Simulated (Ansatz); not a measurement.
**SiNHCl (sextet): wave-function methods side by side, cc-pVDZ**

Aim: climb from Hartree-Fock through coupled cluster and multireference methods for SiNHCl (sextet) at one geometry and basis, and see what each rung misses.

Computed with Ansatz 0.2.0, Gaussian basis. Level: cc-pVDZ, core rule «outside noble gas», up to 11 orbitals frozen.

Plan: UHF; CCSD(T) on ROHF; CCSD(T) on UHF; BCCD(T) on ROHF; CISD as a restricted active space (open shells left free, so some higher excitations enter); CCSDT(Q) on ROHF; CCSDT(Q) on UHF; CASSCF and MRCISD+Q, 17 electrons in 13 orbitals; CASSCF and NEVPT2, 17 electrons in 13 orbitals.

5 further runs of the same task are left out: 5 set aside as unsound or not needed. Runs told in other sessions of the task aren't counted.

## Step 1: The geometry

The geometry is a PBE0/def2-TZVP stationary point (not a proven minimum) of the parent state, kept for this charge and spin.

4 atoms, charge 0, spin multiplicity 6.

Atoms are counted from 1 here; the program's logs count them from 0.

Bond lengths: Cl1–Si2 2.055 Å, Si2–N3 1.806 Å, N3–H4 1.027 Å. Angles: Cl1–Si2–N3 109.9°, Si2–N3–H4 110.5°.

Coordinates:

```
Cl   -0.0141   -0.2280    1.2712
Si   -0.0158    0.6362   -0.5928
N     0.1242   -0.6398   -1.8635
H    -0.7896   -0.8163   -2.2979
```

## Step 2: UHF

in.yaml

```yaml
crystal:
  periodic: [false, false, false]
  atoms:
    - {symbol: Cl, position_ang: [-0.014126, -0.228022, 1.271187]}
    - {symbol: Si, position_ang: [-0.015774, 0.636198, -0.592810]}
    - {symbol: N, position_ang: [0.124203, -0.639770, -1.863528]}
    - {symbol: H, position_ang: [-0.789591, -0.816306, -2.297892]}
basis:
  gaussian: {orbitals: cc-pVDZ}
magnetization: {spin_polarized: true, initial_magnetization: 5}
hamiltonian: {xc: hf}
output: {orbitals: {seedname: orbitals}}
```

Run with:

```bash
$ ansatz run in.yaml --threads 1 --pin off --events-out ev --progress --plain --max-ram 4096MiB --backend cpu
```

Further steps of the session: CCSD(T) on ROHF; CCSD(T) on UHF; BCCD(T) on ROHF; CISD as a restricted active space (open shells left free, so some higher excitations enter); CCSDT(Q) on ROHF; CCSDT(Q) on UHF; CASSCF and MRCISD+Q, 17 electrons in 13 orbitals; CASSCF and NEVPT2, 17 electrons in 13 orbitals.

Q: Predict the results of all the runs planned. Wanted: UCCSDT(Q) from the RHF energy; RMP2 from UCCSDT(Q); UMP2 from UCCSDT(Q); RCCSD from UCCSDT(Q); RCCSD(T) from UCCSDT(Q); UCCSD(T) from UCCSDT(Q); RCCSDT(Q) from UCCSDT(Q); NEVPT2 valence from UCCSDT(Q); MRCISD+Q valence from UCCSDT(Q).

**Answer**, as computed:

| quantity | value |
| --- | --- |
| UCCSDT(Q) from the ROHF energy | -9.4298 eV |
| RMP2 from UCCSDT(Q) | +1317.9 meV |
| UMP2 from UCCSDT(Q) | +1334.5 meV |
| RCCSD from UCCSDT(Q) | +297.6 meV |
| RCCSD(T) from UCCSDT(Q) | +63.0 meV |
| UCCSD(T) from UCCSDT(Q) | +62.7 meV |
| RCCSDT(Q) from UCCSDT(Q) | +4.0 meV |
| NEVPT2 valence from UCCSDT(Q) | +1793.4 meV |
| MRCISD+Q valence from UCCSDT(Q) | +186.4 meV |
| levels within 1 kcal/mol (43 meV) | RCCSDT, UCCSDT, RCCSDT(Q) |
| T1 diagnostic | 0.027 |
| effectively unpaired electrons | 5.01 |

What this shows: RCCSD(T) misses by +63.0 meV, 0.7 % of the correlation energy. One determinant dominates. Of the multireference levels listed MRCISD+Q valence comes nearest in total energy (+186.4 meV), which doesn't show that its space is the better one. These misses are within one basis, not against nature; the frozen cores of restricted and unrestricted runs differ, which can shift their rows.

With open shells the CI space here admits some higher excitations, so it is larger than plain CISD.
